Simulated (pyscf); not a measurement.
PySCF, gas phase, ωB97X-D3(BJ)/def2-SVP geometries.

**Question.** Estimate by transition-state theory the rate constant of H₃Si–NH–SiH₃ + H₂O -> HO–SiH₂–NH–SiH₃ + H₂ (singlet surface; H–Si, H–O broken, O–Si, H–H formed) at 900 K, with ωB97M-D3(BJ)/def2-TZVP energies (ideal gas, 1 atm, RRHO with modes under 100 cm⁻¹ raised to 100, one conformer, R ln 2 for rigid chiral ones; no tunnelling).

**Answer.** The electronic barrier is 29.0 kcal/mol and the thermal terms add +34.0, so ΔG‡ = 63.1 kcal/mol. With k_BT/h = 1.88e+13 s⁻¹ and RT = 1.788 kcal/mol, and a volume of 1.23e-19 cm³ per molecule at 1 atm, k = 1.1e-21 cm³ molecule⁻¹ s⁻¹. Wigner's tunnelling factor for 1154i cm⁻¹ would be 1.14. A shift of 1 kcal/mol in the barrier changes k by a factor 1.7. HO–SiH₂–NH–SiH₃ lies 12.2 kcal/mol over its isomer H₂N–SiH₂–O–SiH₃, and others may lie lower still (electronic energy, ωB97M-D3(BJ)). This is the saddle that the search found; another between the same sides may lie lower.
